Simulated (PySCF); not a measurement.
# SiS at other levels of theory

What do other methods print for SiS?

Computed with PySCF 2.14.0. Level: each script names its method and basis.

1 further run of the same task is left out (it didn't finish).

## 1. The system as given

SiS: 2 atoms, charge 0, spin multiplicity 1.

Bond lengths: Si1–S2 1.795 Å.

## 2. The base run

input.py reads:

```python
from pyscf import gto, scf, mp

mol = gto.M(
    atom='Si 0 0 0; S 0 0 1.795',
    basis='6-311++g**',
    charge=0,
    spin=0,
    verbose=4,
)
mf = scf.UHF(mol)
mf.kernel()
mp.MP2(mf, frozen=10).kernel()
mf.dip_moment()
print('orbital energies (hartree):', [e[max(0, n-3):n+3].round(4) for e, n in zip(mf.mo_energy, mol.nelec)])
```

The run is started by

```console
$ OMP_NUM_THREADS=1 python input.py
```

## 3. Population analysis

Edit 1 changes step after the SCF: mp2 → analyze.

input.py reads:

```python
from pyscf import gto, scf

mol = gto.M(
    atom='Si 0 0 0; S 0 0 1.795',
    basis='6-311++g**',
    charge=0,
    spin=0,
    verbose=4,
)
mf = scf.UHF(mol)
mf.kernel()
mf.analyze()
print('orbital energies (hartree):', [e[max(0, n-3):n+3].round(4) for e, n in zip(mf.mo_energy, mol.nelec)])
```

## 4. Gradient

Edit 2 changes step after the SCF: mp2 → gradient.

input.py, as its differences from that of step 2:

```diff
@@ -1,2 +1,2 @@
-from pyscf import gto, scf, mp
+from pyscf import gto, scf
 
@@ -11,3 +11,3 @@
 mf.kernel()
-mp.MP2(mf, frozen=10).kernel()
+mf.nuc_grad_method().kernel()
 mf.dip_moment()
```

## 5. Frozen orbitals 11

Edit 3 changes frozen orbitals: 10 → 11.

input.py, as its differences from that of step 2:

```diff
@@ -11,3 +11,3 @@
 mf.kernel()
-mp.MP2(mf, frozen=10).kernel()
+mp.MP2(mf, frozen=11).kernel()
 mf.dip_moment()
```

## 6. Bp86 (UKS)

Edit 4 changes functional: none (Hartree–Fock) → bp86; SCF type: UHF → UKS; step after the SCF: mp2 → analyze.

input.py reads:

```python
from pyscf import gto, dft

mol = gto.M(
    atom='Si 0 0 0; S 0 0 1.795',
    basis='6-311++g**',
    charge=0,
    spin=0,
    verbose=4,
)
mf = dft.UKS(mol, xc='bp86')
mf.kernel()
mf.analyze()
print('orbital energies (hartree):', [e[max(0, n-3):n+3].round(4) for e, n in zip(mf.mo_energy, mol.nelec)])
```

**Question.** What will these runs give? Wanted: for each run, E(SCF); from base; gap; SCF dipole; after the SCF.

**Answer**, as computed:

| run | E(SCF) (hartree) | from base (eV) | cycles | gap (eV) | SCF dipole (D) | after the SCF |
| --- | --- | --- | --- | --- | --- | --- |
| base | -686.472214 | 0 | 12 | 11.30 | 1.76 | MP2 correlation -5.376 eV, core frozen |
| population analysis | -686.472214 | 0.0000 | 12 | 11.30 | 1.76 | n/a |
| gradient | -686.472214 | 0.0000 | 12 | 11.30 | 1.76 | n/a |
| frozen orbitals 11 | -686.472214 | 0.0000 | 12 | 11.30 | 1.76 | MP2 correlation -4.249 eV, core frozen |
| bp86 (UKS) | -687.761556 | not comparable | 10 | 4.04 | 1.10 | n/a |

What this shows: A lower total energy from another functional means nothing by itself.
